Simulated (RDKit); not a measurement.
RDKit input (UFF):

```python
from rdkit import Chem
from rdkit.Chem import AllChem, rdDetermineBonds

mol = Chem.MolFromXYZFile('mol.xyz')
rdDetermineBonds.DetermineBonds(mol, charge=-1)
print('SMILES', Chem.MolToSmiles(Chem.RemoveHs(mol)))
ff = AllChem.UFFGetMoleculeForceField(mol)
e0 = ff.CalcEnergy()
flag = ff.Minimize(maxIts=5000, forceTol=1e-5)
print(f'energy {e0:.4f} -> {ff.CalcEnergy():.4f} kcal/mol, converged: {flag == 0}')
print(Chem.MolToXYZBlock(mol))
```
mol.xyz:
```
8

C      1.37760322     0.01843291     0.01132496
C      0.10270912     0.44661529    -0.00225393
H      2.05690146     0.90275969     0.01081884
H     -0.21628020     1.51104003    -0.01231293
C     -1.08779556    -0.49380738    -0.00560757
H     -0.72120087    -1.52504187     0.00461626
H     -1.74458285    -0.35197269     0.86878207
H     -1.72993823    -0.36423013    -0.89268502
```

**Question.** Which steric energies does it print, before and after the minimisation?

**Answer.** 7.39 and 1.77 kcal/mol. They count from the force field's own zero for this bonding and are no heats of formation.
